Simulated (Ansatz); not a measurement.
We consider hcp Hf, described by r²SCAN+SOC (PAW; Ansatz, a quantum-chemistry and plane-wave program).

Run with plane-wave cutoff 560 eV, 18×18×12 k mesh (along the axes of the cell as run), Fermi–Dirac smearing 0.05 eV, PAW data made under PBE.

Cell (relaxed at this level):

```yaml
crystal:
  lattice:
    - [1.59795, -2.76772, 0.00000]
    - [1.59795, 2.76772, 0.00000]
    - [0.00000, 0.00000, 5.04184]
  atoms:
    - { symbol: Hf, position: [0.33333, 0.66667, 0.25000] }
    - { symbol: Hf, position: [0.66667, 0.33333, 0.75000] }
```

Problem. Estimate the bulk modulus and pressure derivative B′ of the bulk modulus that the calculation returns.

Solution. 
bulk modulus: 110 GPa
pressure derivative B′ of the bulk modulus: 3.2

The run finds no gap.

Measured, for comparison: bulk modulus 110 GPa (zero-point energy and finite temperature contributions removed; as tabulated in doi:10.1021/acs.jctc.3c00612). Computed (rounded) less measured: bulk modulus 0.0 %.

Note: the bulk modulus comes from volumes at which shape and atoms were relaxed.
